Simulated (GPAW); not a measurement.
# C2H4Si (ethynylsilane): PBE-D4/dz(dzp) (scalar-relativistic datasets, nve dynamics)

We compute a short trajectory of C2H4Si (ethynylsilane). The job is set up through an ASE script.

Program for the calculation: GPAW 26.7.0.

4 further runs of the same task are left out: 1 that didn't finish, 3 set aside as unsound or not needed. Runs told in other sessions of the task aren't counted.

## (1) The system as given

C2H4Si: 7 atoms, total charge 0, spin state singlet. SMILES: `C#C[SiH3]`. The coordinates come from a PBE0-D4/def2-TZVP relaxation. The run starts from this shape.

Bond lengths: C1–C2 1.206 Å, C2–Si3 1.823 Å, C1–H4 1.066 Å, Si3–H5 1.483 Å, Si3–H6 1.483 Å, Si3–H7 1.483 Å. Angles: C1–C2–Si3 180.0°, C2–C1–H4 180.0°, C2–Si3–H5 109.3°, C2–Si3–H6 109.3°, C2–Si3–H7 109.3°, H5–Si3–H6 109.6°, H5–Si3–H7 109.6°, H6–Si3–H7 109.6°.

## (2) Molecular dynamics at PBE-D4/dz(dzp) (scalar-relativistic datasets, nve dynamics)

Contents of C2H4Si_md.py:

```python
import numpy as np
from ase import Atoms, units
from ase.calculators.mixing import SumCalculator
from ase.md.velocitydistribution import MaxwellBoltzmannDistribution, Stationary, ZeroRotation
from ase.md.verlet import VelocityVerlet
from ase.units import Bohr
from dftd4.ase import DFTD4
from gpaw import GPAW

positions_bohr = np.array(
              [[ -1.097364,  -3.536433,   0.325411],
               [ -0.412905,  -1.372886,   0.117919],
               [  0.623232,   1.897852,  -0.196154],
               [ -1.702643,  -5.449025,   0.508903],
               [ -0.178579,   2.888068,  -2.692860],
               [ -0.532336,   3.435711,   1.842294],
               [  3.416436,   2.008590,   0.008315]])
atoms = Atoms("CCSiHHHH", positions=positions_bohr * Bohr)
atoms.center(vacuum=5.0)

calc = GPAW(mode="lcao",
            basis="dz(dzp)",
            h=0.22,
            xc="PBE",
            maxiter=100,
            symmetry="off",
            txt="C2H4Si.txt")
atoms.calc = SumCalculator([DFTD4(method="PBE"), calc])

rng = np.random.default_rng(475)
MaxwellBoltzmannDistribution(atoms, temperature_K=300, rng=rng)
Stationary(atoms)
ZeroRotation(atoms)
dyn = VelocityVerlet(atoms, timestep=0.25 * units.fs, trajectory="md.traj", logfile="-")
dyn.run(50)
```

The run is started by

```console
python3 -u C2H4Si_md.py | tee C2H4Si_md.out
```

Output, cut to the lines that bear on the results:

```text
C2H4Si_md.py:31: DeprecationWarning: Use thermalize_momenta
  MaxwellBoltzmannDistribution(atoms, temperature_K=300, rng=rng)
Time[ps]      Etot[eV]     Epot[eV]     Ekin[eV]    T[K]
0.0000         -32.2455     -32.4188       0.1734   191.6
0.0003         -32.2455     -32.4254       0.1799   198.8
0.0005         -32.2455     -32.4315       0.1860   205.5
0.0007         -32.2455     -32.4368       0.1913   211.4
0.0010         -32.2455     -32.4412       0.1957   216.3
0.0013         -32.2455     -32.4444       0.1988   219.8
0.0015         -32.2456     -32.4462       0.2006   221.7
0.0018         -32.2456     -32.4463       0.2008   221.9
0.0020         -32.2456     -32.4448       0.1993   220.2
0.0022         -32.2456     -32.4416       0.1961   216.7
0.0025         -32.2456     -32.4367       0.1911   211.2
0.0028         -32.2455     -32.4301       0.1845   204.0
0.0030         -32.2455     -32.4221       0.1766   195.2
0.0032         -32.2455     -32.4131       0.1676   185.2
0.0035         -32.2455     -32.4033       0.1578   174.4
0.0037         -32.2455     -32.3929       0.1474   162.9
0.0040         -32.2455     -32.3822       0.1368   151.2
0.0043         -32.2454     -32.3716       0.1261   139.4
0.0045         -32.2454     -32.3611       0.1156   127.8
0.0047         -32.2454     -32.3511       0.1056   116.8
0.0050         -32.2454     -32.3418       0.0964   106.5
0.0052         -32.2454     -32.3335       0.0881    97.3
0.0055         -32.2454     -32.3262       0.0808    89.4
0.0057         -32.2454     -32.3203       0.0749    82.8
0.0060         -32.2454     -32.3158       0.0704    77.8
0.0063         -32.2454     -32.3127       0.0674    74.4
0.0065         -32.2454     -32.3112       0.0659    72.8
[... 11 lines of this table left out ...]
0.0095         -32.2455     -32.3718       0.1263   139.6
0.0097         -32.2455     -32.3764       0.1309   144.7
0.0100         -32.2455     -32.3802       0.1347   148.8
0.0102         -32.2455     -32.3831       0.1376   152.0
0.0105         -32.2455     -32.3850       0.1395   154.2
0.0107         -32.2455     -32.3860       0.1404   155.2
0.0110         -32.2455     -32.3859       0.1404   155.1
0.0112         -32.2455     -32.3849       0.1393   154.0
0.0115         -32.2455     -32.3830       0.1375   152.0
0.0118         -32.2455     -32.3805       0.1349   149.1
0.0120         -32.2455     -32.3773       0.1318   145.7
0.0122         -32.2455     -32.3739       0.1283   141.8
0.0125         -32.2455     -32.3702       0.1247   137.9
```

C2H4Si.txt, cut to the lines that bear on the results:

```text
[...]
Converged in 6 steps
[...]
dipole moment: (0.032735, 0.077142, 0.025025)  # |e|*Ang
[...]
|iter     |     time |      energy | eigst |  dens |
[...]
|iter:   1| 00:02:53 |  -32.262654c|      c|       |
[...]
|iter:   6| 00:02:55 |  -32.262569c|      c| -4.21c|
Converged in 6 steps
[...]
Energy contributions relative to reference atoms: (reference = -9991.561130)
Energy contributions:
  Kinetic:          31.383948
  Coulomb:         -34.037900
  Zero:              0.300109
  External:          0.000000
  Xc:              -29.908726
  Entropy:           0.000000
  Spinorbit:         0.000000
  ----------------------------
  Free energy:     -32.262569
  Extrapolated:    -32.262569
dipole moment: (0.031590, 0.077289, 0.024137)  # |e|*Ang
Fermi level: -3.383
Eigenvalues  # (at kpt = [0.000, 0.000, 0.000])
| band index |      eig [eV] | occ [0-2] |
|------------|---------------|-----------|
|          0 |       -18.369 |     2.000 |
|          1 |       -14.535 |     2.000 |
|          2 |       -12.795 |     2.000 |
[... 10 lines of this table left out ...]
|         13 |         3.149 |     0.000 |
Gap: 6.612 eV
Transition (v -> c):
[...]
Forces  # eV/Ang
|        x |        y |        z |
|----------|----------|----------|
| -0.41361 | -1.53806 |  0.11693 |  # C    0
|  0.59864 |  2.02073 | -0.11113 |  # C    1
| -1.37654 | -1.09132 | -1.05678 |  # Si   2
| -0.16516 | -0.35246 |  0.05986 |  # H    3
|  0.25668 |  0.14023 |  0.39512 |  # H    4
| -0.10874 |  0.50513 |  0.42028 |  # H    5
|  1.14589 |  0.36400 |  0.21443 |  # H    6
Force computation time: 0.075  # s
timing:  # [seconds]
  Total:  175.261  # ━━━━━━━━━━━━━━━━━━━━━━━━━━━━━━━━━━━━━━━━━━━━━━━━━━━━━━━━
  Init:     3.136  # ━
  SCF:    138.642  # ━━━━━━━━━━━━━━━━━━━━━━━━━━━━━━━━━━━━━━━━━━━━╸
  Forces:   3.832  # ━
  Move:    29.355  # ━━━━━━━━━╸
```

Run time: 2.9 min. Hardware: 1 thread of Arm Neoverse V1, shared host; peak memory 0.53 GiB.

The path in brief:

| step | potential energy change (eV) | largest force (eV/Å) | temperature (K) |
| --- | --- | --- | --- |
| 0 | 0.0000 | 2.4720 | 192 |
| 3 | -0.0180 | 1.7170 | 211 |
| 6 | -0.0273 | 0.8693 | 222 |
| 9 | -0.0228 | 0.9547 | 217 |
| 12 | -0.0033 | 1.0709 | 195 |
| 15 | 0.0259 | 1.8301 | 163 |
| 18 | 0.0577 | 2.4981 | 128 |
| 21 | 0.0854 | 2.9944 | 97 |
| 24 | 0.1031 | 3.2915 | 78 |
| 27 | 0.1075 | 3.3730 | 73 |
| 30 | 0.0985 | 3.2347 | 83 |
| 33 | 0.0797 | 2.8780 | 103 |
| 36 | 0.0586 | 2.3045 | 127 |
| 39 | 0.0424 | 1.5361 | 145 |
| 42 | 0.0338 | 1.4886 | 154 |
| 45 | 0.0339 | 1.7723 | 154 |
| 48 | 0.0415 | 1.9797 | 146 |
| 50 | 0.0486 | 2.1141 | 138 |
